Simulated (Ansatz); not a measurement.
The same path of BFH2O + H2 (7 atoms, charge 0, multiplicity 1) was run twice with different band settings. Lost on the way: H6–H7. Made: B1–H6, O2–H7.

Theory: RKS B3LYP/def2-SVP in Ansatz 0.2.0.

Relaxed end points:

```xyz
7
Properties=species:S:1:pos:R:3
B -0.091 -0.886 -0.083
O -0.177 0.043 0.888
H -1.025 0.035 1.357
H 0.912 -0.980 -0.737
F -1.119 -1.703 -0.319
H 0.286 3.247 1.764
H 0.313 2.526 1.520
```

```xyz
7
Properties=species:S:1:pos:R:3
B 0.134 0.293 -0.082
O -0.089 0.448 1.649
H -0.491 -0.378 1.966
H 0.948 -0.610 -0.107
F -1.135 -0.042 -0.490
H 0.486 1.428 -0.344
H -0.754 1.141 1.799
```

Common settings: movable images 9; climbing image yes; spring 5.0 eV/Å²; start path through a guess of the saddle point; force threshold 0.03 eV/Å; iteration limit 60; end points relaxed.

| run | optimiser | largest step |
| --- | --- | --- |
| 1 | quadratic models (default) | default |
| 2 | lbfgs | 0.02 Å |

Question: What does each run give, and how far can it be trusted?

Answer: Run 1: converged after 22 iterations, highest image 2.050 eV above the first end. Neighbouring images differ by up to 1.4 eV, so the band resolves the path poorly. A vibrational analysis at the climbing image gives one clearly imaginary mode, 1430i cm⁻¹: a first-order saddle point.
Run 2: not converged after 60 iterations, highest image 2.050 eV above the first end. The band didn't meet its force threshold, so its energies are provisional: the largest band force was still 0.11 eV/Å, and over the last iterations the top stayed at 2.05 eV.
The orbitals stay closed-shell, which can raise the energy where a bond breaks towards radicals; this wasn't checked here.
